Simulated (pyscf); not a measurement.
**Four-centre exchange: H₃Si–O–PH₂ + water (H₂O) → HO–PH₂ + silanol (HO–SiH₃)**

Gas phase, singlet surface, charge 0. Bonds broken: O2–Si3, O9–H10. Bonds formed: O2–H10, Si3–O9. Structures and frequencies: ωB97X-D3(BJ)/def2-SVP in PySCF.

Transition state (Å):

```xyz
11

P     -1.7190    -0.9077     1.3408
O     -1.5493     0.6754     0.9073
Si    -0.3076     1.5769    -0.3038
H     -1.9680    -1.4686     0.0462
H     -0.3457    -1.3240     1.3098
H      0.7713     0.6112     0.0531
H     -1.1957     1.2018    -1.4458
H      0.4782     2.7099    -0.9348
O     -0.8545     2.7257     1.0631
H     -1.5069     1.8496     1.3838
H     -1.2011     3.5998     0.8455
```

One imaginary mode, 844i cm⁻¹; descent along it reached the two sides named, in the forms told below.

| bond | change | reactant side (Å) | saddle | product side |
|---|---|---|---|---|
| O2–Si3 | breaks | 1.690 | 1.955 | 3.4 |
| O9–H10 | breaks | 0.969 | 1.138 | 1.865 |
| O2–H10 | forms | 2.001 | 1.268 | 0.973 |
| Si3–O9 | forms | 3.0 | 1.867 | 1.687 |

Electronic energies relative to the separated reactants (kJ/mol):

```json
[
 {"level": "ωB97X-D3(BJ)/def2-TZVP", "barrier": "102.8", "reaction energy": "+13.6", "reverse barrier": "89.2"},
 {"level": "PBE/def2-TZVP", "barrier": "83.1", "reaction energy": "+3.6", "reverse barrier": "79.5"},
 {"level": "r²SCAN/def2-TZVP", "barrier": "88.3", "reaction energy": "+6.0", "reverse barrier": "82.3"},
 {"level": "B3LYP-D3(BJ)/def2-TZVP", "barrier": "100.7", "reaction energy": "+10.5", "reverse barrier": "90.3"},
 {"level": "PBE0-D3(BJ)/def2-TZVP", "barrier": "89.6", "reaction energy": "+8.3", "reverse barrier": "81.3"},
 {"level": "M06-2X/def2-TZVP", "barrier": "97.4", "reaction energy": "+9.5", "reverse barrier": "87.8"},
 {"level": "ωB97M-D3(BJ)/def2-TZVP", "barrier": "99.6", "reaction energy": "+7.8", "reverse barrier": "91.8"},
 {"level": "HF/def2-TZVP", "barrier": "172.5", "reaction energy": "+4.6", "reverse barrier": "167.9"}
]
```

With ωB97M-D3(BJ)/def2-TZVP energies and thermal terms (ideal gas, 1 atm, RRHO with modes under 100 cm⁻¹ raised to 100, one conformer, R ln 2 for chiral ones without a mode under 150 cm⁻¹), in kJ/mol:

```tsv
T (K)	ΔH‡	ΔG‡	ΔH	ΔG
298	94.8	141.5	+7.8	+5.2
600	94.9	189.0	+6.9	+3.0
900	97.4	235.6	+6.9	+1.1
1200	100.6	281.2	+7.0	-0.8
```

On the reactant side the descent ends in a complex, 17.0 kJ/mol under the separated species and 119.8 kJ/mol under the saddle at ωB97X-D3(BJ)/def2-TZVP. On the product side the descent ends in a complex (not fully relaxed), 27.2 kJ/mol under the separated species and 116.4 kJ/mol under the saddle at ωB97X-D3(BJ)/def2-TZVP. H₃Si–O–PH₂ lies 23.9 kJ/mol over its isomer HO–SiH₂–PH₂ (electronic energy, ωB97M-D3(BJ)). This is the saddle that the search found; another between the same sides may lie lower.
